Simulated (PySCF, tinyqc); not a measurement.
Orbital energy against energy difference: ionisation energy by orbital energies and by energy differences in the 6-31g basis, for CH2, spin multiplicity 1. Computed by the program tinyqc with PySCF. 

Geometry (angstrom):
```
atom       x        y       z
C     0.0000   0.0000  0.0000
H     0.0000   0.9130  0.5290
H     0.0000  -0.9130  0.5290
```

CCSD(T) difference in the same basis = 8.9065 eV

IP-EOM-CCSD = 8.8675 eV

The cation is unrestricted; errors are against CCSD(T) in this basis, not against experiment.

First vertical ionisation energy (eV):
```
method     -e(HOMO)  E(cation) - E  error of -e(HOMO)  error of the difference
HF            9.571        8.18971              0.664                   -0.717
LDA           4.598        8.95573             -4.308                    0.049
PBE           5.068        9.30854             -3.838                    0.402
B3LYP         5.506        9.46167             -3.401                    0.555
PBE0          5.771        9.31538             -3.135                    0.409
CAM-B3LYP     7.248        9.44528             -1.658                    0.539
LC-wPBE       8.777        9.41271             -0.129                    0.506
```

Koopmans errs by +0.66 eV and Delta-HF by -0.72 eV: relaxation, 1.38 eV, lowers the value and the missing correlation difference works against it. The PBE level is off by -3.8 eV through the wrong tail of its potential, though its energy difference is off by +0.40 eV; exact exchange deepens the level, and among the orbital energies LC-wPBE comes closest; among the differences LDA does. The restricted reference is unstable here: a spin-polarised solution lies 0.0311 hartree lower (PySCF), so results built on it describe a poor reference.
